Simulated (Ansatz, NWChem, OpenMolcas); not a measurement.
S2 (SMILES S=S): the vertical ionisation energy, rung by rung

S2: 2 atoms, total charge 0, spin state triplet. SMILES: `S=S`. Geometry: the measured bond length.

```xyz
2

S     0.0000    0.0000    0.0000
S     0.0000    0.0000    1.8892
```

Each level gives the vertical ionisation energy (to the doublet cation) (eV). The values are calculated.

```
               level                    kind     program  value (eV)  less CCSD(T)/cc-pVTZ
       UBLYP/cc-pVTZ                     GGA      NWChem        9.25                 -0.04
       UTPSS/cc-pVTZ                meta-GGA      NWChem        9.52                 +0.23
       UPBE0/cc-pVTZ           global hybrid      NWChem        9.70                 +0.41
      UB3LYP/cc-pVTZ           global hybrid  OpenMolcas        9.61                 +0.32
      UHSE06/cc-pVTZ  range-separated hybrid      Ansatz        9.69                 +0.40
   UPBE-QIDH/cc-pVTZ           double hybrid      Ansatz        9.92                 +0.63
     RPA@PBE/cc-pVTZ                     RPA      Ansatz        9.38                 +0.09
CASSCF(12,8)/cc-pVTZ          multireference  OpenMolcas        7.69                 -1.60
   ROCCSD(T)/cc-pVTZ   coupled cluster or CI  OpenMolcas        9.29                  0.00
```

ROCCSD(T)/cc-pVTZ is the highest level here, not the true value. The values span 7.69 to 9.92 eV. Spin contamination of the reference (⟨S²⟩ at least 0.1 too high) touches UPBE-QIDH/cc-pVTZ.
